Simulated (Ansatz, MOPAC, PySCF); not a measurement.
Molecule: hydrogen sulfide, H₂S (charge 0, singlet). SMILES: S
Geometry: optimised at B3LYP-D3(BJ)/def2-TZVP (Ansatz, a first-principles code).

Wanted: vertical ionisation energy to the doublet, in eV. Conventions: non-relativistic; UHF or UKS for open shells; each state is the SCF solution reached for its charge and spin; no spin-orbit coupling; no dispersion term unless named; 6-31G* and kin with 6d, 5d where marked. First-principles rows: single points at B3LYP-D3(BJ) geometries (Ansatz). Semi-empirical rows: differences of heats of formation at the shared geometry for vertical values.

```json
[
 {"species": "charge 1, doublet", "coefficient": "+1", "E at M06-2X/6-31G* (5d) (PySCF), Eh": "-398.95084", "E at PBE/def2-TZVPD (Ansatz), Eh": "-398.84665", "heat of formation at PM3 (MOPAC), kcal/mol": "219.07"},
 {"species": "charge 0, singlet", "coefficient": "-1", "E at M06-2X/6-31G* (5d) (PySCF), Eh": "-399.33366", "E at PBE/def2-TZVPD (Ansatz), Eh": "-399.22829", "heat of formation at PM3 (MOPAC), kcal/mol": "-0.26"}
]
```

Measured values: CCCBDB table in ASE; they hold spin-orbit and core effects.  Value to compare with, the measured value: 10.50 eV. 1 Eh = 27.2114 eV and 1 eV = 23.0605 kcal/mol.

Work the quantity out at each level, and compare with the measured value.


- M06-2X/6-31G* (5d): the sum of coefficient times E is 0.38282 Eh, or 10.417 eV. Result: 10.42 eV. Its error against the measured value is -0.08 eV.
- PBE/def2-TZVPD: the sum of coefficient times E is 0.38164 Eh, or 10.385 eV. Result: 10.38 eV. Its error against the measured value is -0.12 eV.
- PM3: the sum of coefficient times heat of formation is 219.33 kcal/mol, or 9.51 eV. Its error against the measured value is -0.99 eV.
